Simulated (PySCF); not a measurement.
```xyz
4
charge 1 multiplicity 2, angstrom
S     1.0267    1.0267    0.0000
S    -1.0267    1.0267    0.0000
S    -1.0267   -1.0267    0.0000
S     1.0267   -1.0267    0.0000
```

Level of theory: PySCF, UPBE0, basis S def2-TZVP (no relativity, density fitting).

This geometry of S₄⁺ is a stationary point at this level.

Problem. What is the point group?

Solution. D4h.

Problem. Is it a minimum?

Solution. Yes: all harmonic wavenumbers are real.

Problem. List the harmonic modes with their infrared intensities.

Solution. 
```tsv
symmetry	ω (cm⁻¹)	IR (km/mol, summed over degenerate members)
b2u	97	0.0
b1g	315	0.0
eu	511	0.1
a1g	564	0.0
b2g	607	0.0
```

Problem. What are the dipole moment and the gap between the highest occupied and lowest empty levels of either spin?

Solution. 0.00 D about the centre of mass and 2.41 eV.

Problem. Give the ideal-gas entropy at 298.15 K and 1 bar by parts.

Solution. translation 169.4, rotation 95.3, vibration 29.6, spin 5.8; total 300.0 J/(mol K).

In D4h the vibrations span b2u + b1g + eu + a1g + b2g. The a1g, b1g, b2g, b2u modes carry no infrared intensity, as symmetry demands. With a centre of inversion only u modes can be infrared active and only g modes Raman active.

This need not be the most stable arrangement of these atoms.
